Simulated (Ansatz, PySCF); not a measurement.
This Ansatz (a program for electronic structure) input computes a PBE/def2-TZVPD energy:

Ansatz 0.2 input:
```yaml
crystal:
  periodic: [false, false, false]
  atoms:
    - {symbol: C, position_ang: [0.68557570, 0.01996936, -0.04302839]}
    - {symbol: O, position_ang: [-0.67114813, -0.11794294, 0.00291587]}
    - {symbol: H, position_ang: [-1.09096757, 0.74480543, -0.08162056]}
    - {symbol: H, position_ang: [1.12524882, 0.98016746, 0.19378078]}
    - {symbol: H, position_ang: [1.22144963, -0.90124554, 0.12268310]}
basis:
  gaussian:
    orbitals: def2-TZVPD
hamiltonian:
  xc: {name: PBE}
magnetization: {spin_polarized: true, initial_magnetization: 1}
output: {forces: true}
```

Question: Write an input for the same energy in PySCF and say what it gives.

Answer: 
```python
from pyscf import gto, scf, dft

mol = gto.M(
    atom='''
    C     0.68557570    0.01996936   -0.04302839
    O    -0.67114813   -0.11794294    0.00291587
    H    -1.09096757    0.74480543   -0.08162056
    H     1.12524882    0.98016746    0.19378078
    H     1.22144963   -0.90124554    0.12268310
    ''',
    basis='def2-tzvpd',
    charge=0,
    spin=1,
    verbose=4,
)

mf = dft.UKS(mol, xc='pbe').density_fit(auxbasis='def2-universal-jkfit')
mf.grids.level = 3
mf.conv_tol = 1e-9
mf.max_cycle = 100
mf.max_memory = 1500
mf.kernel()
if not mf.converged:
    mf = mf.newton()
    mf.kernel(mf.make_rdm1())
for _ in range(2):
    mo, _, stable, _ = mf.stability(return_status=True)
    if stable:
        break
    mf.kernel(mf.make_rdm1(mo, mf.mo_occ))
mf.analyze()
```
It gives -114.97590 Eh, and Ansatz -114.97584 Eh, a difference of 0.06 mEh, from the treatment of integrals and grids.

It need not be the lowest isomer of its formula.
